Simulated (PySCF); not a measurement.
## How the method changes the constants of AlSi

State: ⁴Σ⁻ (quartet), unpaired electrons σ ↑, π ↑↑. Set-up: basis Al def2-TZVPP, Si def2-TZVPP; no relativity; PySCF 2.14. De refers to Al + Si in their high-spin ground configurations, without counterpoise correction. The functionals are run spin-unrestricted. A positive dipole means Al(−)Si(+).

| Level | Re (Å) | ωe (cm⁻¹) | De (eV) | μ (D) | CPU s a point (SCF and correlation, without the integrals) |
| --- | --- | --- | --- | --- | --- |
| UHF | 2.475 | 346 | 1.68 | -1.79 | 1.1 |
| UHF-MP2 | 2.419 | 385 | 2.48 | n/a | 1.7 |
| UHF-SCS-MP2 | 2.418 | 384 | 2.26 | n/a | n/a |
| UHF-CCSD | 2.431 | 378 | 2.30 | n/a | n/a |
| UHF-CCSD(T) | 2.427 | 383 | 2.45 | n/a | 19 |
| PBE | 2.431 | 370 | 2.78 | -1.18 | 1.3 |
| BP86 | 2.435 | 366 | 2.70 | -1.21 | 0.82 |
| r²SCAN | 2.415 | 383 | 2.75 | -1.31 | 1.7 |
| M06-L | 2.404 | 390 | 2.88 | -1.29 | 1.7 |
| r²SCANh | 2.413 | 384 | 2.69 | -1.36 | 2.4 |
| PBE0 | 2.416 | 380 | 2.64 | -1.33 | 2.8 |
| B97-3 | 2.424 | 376 | 2.54 | -1.39 | 1.5 |
| ωB97M-V | 2.430 | 367 | 2.50 | -1.51 | 8.7 |

Question: Which functional lies closest to UHF-CCSD(T) in De, which farthest, and by how much do they differ from it?

Answer: Closest is ωB97M-V (+0.3 pm in Re, -4.2 % in ωe, +0.05 eV in De against UHF-CCSD(T) in the same basis), farthest M06-L (-2.3 pm in Re, +1.8 % in ωe, +0.43 eV in De). CCSD(T) converges more slowly with the basis than the functionals do and binds too weakly in this one, so the order can change at the basis-set limit.

Question: What does a quarter of exact exchange do here, going from PBE to PBE0?

Answer: PBE0 less PBE: -1.5 pm in Re, +2.7 % in ωe, -0.14 eV in De. Exact exchange removes part of the self-interaction that spreads semilocal densities, and in most molecules shortens and stiffens the bond and lowers De; so it does here.

Question: What does the step from GGA to meta-GGA do here, going from PBE to r²SCAN?

Answer: r²SCAN less PBE: -1.6 pm in Re, +3.5 % in ωe, -0.03 eV in De. 

Correlated steps freeze 10 core orbitals. The state was picked by a PBE0 search and need not be the measured ground state.

The whole job (state search and all levels along the bond) took about 9.1 min on 1 thread of Intel Xeon Platinum 8259CL @ 2.50GHz (shared host), peak memory 2.6 GiB.
